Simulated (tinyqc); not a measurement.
A ladder of methods, and size consistency: correlation methods against full CI in the sto-3g basis, for H2O, spin multiplicity 1. Computed by the program tinyqc with PySCF. All electrons correlated; +Q is the Davidson correction (1 - c0^2) E_corr. The last columns treat two copies 100 angstrom apart as one system. FCI is the lowest singlet.

Geometry (angstrom):
```
atom,x,y,z
O,0.0000,0.0000,0.0000
H,0.0000,0.6720,0.6470
H,0.0000,-0.6720,0.6470
```

RHF energy of one = -74.953696 hartree

Correlation energies (hartree):
```
method,E_corr of one,share of FCI (%),E_corr of two at 100 angstrom,two minus twice one (mhartree)
MP2,-0.03558,72.984,-0.07116,0.000
CISD,-0.04810,98.672,-0.09400,2.210
CISD+Q,-0.04926,101.050,-0.09821,0.312
CCSD,-0.04865,99.796,-0.09730,0.000
CCSD(T),-0.04871,99.911,-0.09741,0.000
FCI,-0.04875,100.000,-,-
```

What does the comparison show, and why?

MP2 recovers 73 %, CISD 98.7 % and CCSD 99.8 % of the FCI value (c0^2 = 0.976 in CISD). MP2 and coupled cluster are size consistent, so their last column vanishes; CISD loses 2.21 mhartree, since a double excitation on each copy is a quadruple of the pair, and the Davidson correction leaves +0.31.
